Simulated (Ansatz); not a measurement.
CH7NSi, closed shell: a relaxation.

Input (in.yaml):

```yaml
crystal:
  periodic: [false, false, false]
  atoms:
    - {symbol: Si, position_ang: [-0.738919, 0.170002, 0.433377]}
    - {symbol: C, position_ang: [0.894514, 1.100980, 0.576527]}
    - {symbol: H, position_ang: [-1.302276, -1.362456, 0.409413]}
    - {symbol: N, position_ang: [-0.488408, -1.354278, -0.662724]}
    - {symbol: H, position_ang: [-1.577822, 0.962097, -0.523752]}
    - {symbol: H, position_ang: [1.621031, 0.553254, 1.179808]}
    - {symbol: H, position_ang: [1.318509, 1.274619, -0.417781]}
    - {symbol: H, position_ang: [0.731999, 2.072374, 1.052693]}
    - {symbol: H, position_ang: [0.227895, -2.013192, -0.390732]}
    - {symbol: H, position_ang: [-0.686525, -1.403501, -1.656929]}
basis:
  gaussian: {orbitals: def2-SVP}
hamiltonian: {xc: {name: BHLYP}, dispersion: d4}
relax: {f_tol: 0.01, max_steps: 60, escape_saddle: false}
```

Run by:

```bash
ansatz run in.yaml --threads 2 --pin off --events-out ev --progress --plain --max-ram 4352MiB
```

The run's output (Ansatz 0.2.0):

```
Functional definition: BHLYP
  name "BHLYP"
  cite "Becke, J. Chem. Phys. 98, 1372 (1993) doi:10.1063/1.464304"
  cite "Becke, Phys. Rev. A 38, 3098 (1988) doi:10.1103/PhysRevA.38.3098"
  cite "Lee, Yang & Parr, Phys. Rev. B 37, 785 (1988) doi:10.1103/PhysRevB.37.785"
  parameter a = 0.5
  exchange = (1 - a)*b88_x + a*exact_x
  correlation = lyp_c
879 factors; integrals over basis functions are off by at most 4.1e-4 eV
mean field evaluation 1: about -10504.7789 eV, gradient 4.9e1 eV
mean field evaluation 2: about -10504.2938 eV, gradient 5.1e1 eV
mean field evaluation 4: about -10510.0565 eV, gradient 2.1e0 eV
mean field evaluation 8: about -10510.0863 eV, gradient 6.1e-2 eV
mean field evaluation 16: about -10510.0864 eV, gradient 5.8e-5 eV
mean field -10510.08635985 eV, -386.2385497320 hartree, gradient 5.8e-5 eV, S^2 0.000000; 0 other end points of the search recorded, 0 dependent functions left out
the calculation of the forces begins
reference -10510.08652154 eV, -386.2385556741 hartree; 17, 17 occupied and 64, 64 virtual orbitals, 879 factors
relax step   1: F+E_penalty+E_count = -10510.26476796 eV  Δ(F+E_penalty+E_count) = +0.000e0 eV  max|allowed force component| = 2.430e-1 eV/Å  Δτ_max = 0.0000 Å  (25 SCF iters, accepted)
relax step   2: F+E_penalty+E_count = -10510.27312211 eV  Δ(F+E_penalty+E_count) = -8.354e-3 eV  max|allowed force component| = 3.880e-1 eV/Å  Δτ_max = 0.0126 Å  (26 SCF iters, accepted)
relax step   3: F+E_penalty+E_count = -10510.29283609 eV  Δ(F+E_penalty+E_count) = -1.971e-2 eV  max|allowed force component| = 6.951e-1 eV/Å  Δτ_max = 0.0191 Å  (29 SCF iters, accepted)
relax step   4: F+E_penalty+E_count = -10510.73520078 eV  Δ(F+E_penalty+E_count) = -4.424e-1 eV  max|allowed force component| = 2.228e0 eV/Å  Δτ_max = 0.1982 Å  (29 SCF iters, accepted)
relax step   5: F+E_penalty+E_count = -10511.16750415 eV  Δ(F+E_penalty+E_count) = -4.323e-1 eV  max|allowed force component| = 2.489e0 eV/Å  Δτ_max = 0.1472 Å  (29 SCF iters, accepted)
relax step   6: F+E_penalty+E_count = -10511.40876914 eV  Δ(F+E_penalty+E_count) = -2.413e-1 eV  max|allowed force component| = 4.253e0 eV/Å  Δτ_max = 0.1947 Å  (27 SCF iters, accepted)
relax step   7: F+E_penalty+E_count = -10511.79968346 eV  Δ(F+E_penalty+E_count) = -3.909e-1 eV  max|allowed force component| = 1.867e0 eV/Å  Δτ_max = 0.1996 Å  (27 SCF iters, accepted)
relax step   8: F+E_penalty+E_count = -10511.94601167 eV  Δ(F+E_penalty+E_count) = -1.463e-1 eV  max|allowed force component| = 7.583e-1 eV/Å  Δτ_max = 0.2000 Å  (27 SCF iters, accepted)
relax step   9: F+E_penalty+E_count = -10511.98039254 eV  Δ(F+E_penalty+E_count) = -3.438e-2 eV  max|allowed force component| = 4.917e-1 eV/Å  Δτ_max = 0.1122 Å  (28 SCF iters, accepted)
relax step  10: F+E_penalty+E_count = -10511.99420652 eV  Δ(F+E_penalty+E_count) = -1.381e-2 eV  max|allowed force component| = 1.850e-1 eV/Å  Δτ_max = 0.1115 Å  (27 SCF iters, accepted)
relax step  11: F+E_penalty+E_count = -10511.99692957 eV  Δ(F+E_penalty+E_count) = -2.723e-3 eV  max|allowed force component| = 1.998e-1 eV/Å  Δτ_max = 0.0481 Å  (28 SCF iters, accepted)
relax step  12: F+E_penalty+E_count = -10511.99430532 eV  Δ(F+E_penalty+E_count) = +2.624e-3 eV  max|allowed force component| = 3.048e-1 eV/Å  Δτ_max = 0.0538 Å  (27 SCF iters, rejected (line search))
relax step  13: F+E_penalty+E_count = -10511.99948736 eV  Δ(F+E_penalty+E_count) = -2.558e-3 eV  max|allowed force component| = 2.777e-2 eV/Å  Δτ_max = 0.0262 Å  (28 SCF iters, accepted)
relax step  14: F+E_penalty+E_count = -10512.00023709 eV  Δ(F+E_penalty+E_count) = -7.497e-4 eV  max|allowed force component| = 3.467e-2 eV/Å  Δτ_max = 0.0283 Å  (27 SCF iters, accepted)
relax step  15: F+E_penalty+E_count = -10512.00050740 eV  Δ(F+E_penalty+E_count) = -2.703e-4 eV  max|allowed force component| = 1.275e-1 eV/Å  Δτ_max = 0.0745 Å  (28 SCF iters, accepted)
relax step  16: F+E_penalty+E_count = -10512.00131197 eV  Δ(F+E_penalty+E_count) = -8.046e-4 eV  max|allowed force component| = 1.408e-2 eV/Å  Δτ_max = 0.0195 Å  (22 SCF iters, accepted)
relax step  17: F+E_penalty+E_count = -10512.00136106 eV  Δ(F+E_penalty+E_count) = -4.909e-5 eV  max|allowed force component| = 3.377e-3 eV/Å  Δτ_max = 0.0041 Å  (19 SCF iters, accepted)
Total energy: -10512.00151642 eV, -386.3089304379 hartree
Atom 0 at    -0.867754     0.305242     0.868139 Å, force    -0.000871     0.003089    -0.002540 eV/Å
Atom 1 at     0.864305     1.053889     0.454162 Å, force     0.001139    -0.001107     0.001574 eV/Å
Atom 2 at    -1.421432    -1.773465    -0.580977 Å, force    -0.000961    -0.000037    -0.000146 eV/Å
Atom 3 at    -0.546606    -1.295500    -0.398543 Å, force     0.003377    -0.002040     0.000191 eV/Å
Atom 4 at    -1.629518     0.971507    -0.273175 Å, force     0.000669    -0.000799     0.002310 eV/Å
Atom 5 at     1.669253     0.550584     1.002110 Å, force    -0.000548    -0.000728    -0.000091 eV/Å
Atom 6 at     1.132113     1.075348    -0.610047 Å, force    -0.001756     0.000142     0.000209 eV/Å
Atom 7 at     0.866092     2.095092     0.799339 Å, force    -0.000024     0.000868    -0.000684 eV/Å
Atom 8 at     0.081461    -1.966925     0.027602 Å, force    -0.000680    -0.000348     0.000896 eV/Å
Atom 9 at    -0.147917    -1.015872    -1.288710 Å, force    -0.000344     0.000958    -0.001720 eV/Å
Dipole moment:     0.247333    -0.830585    -0.713557 e Å

[the SCF lines of later steps are left out]
```

The run took about 16 s on 2 CPU threads (shared host).
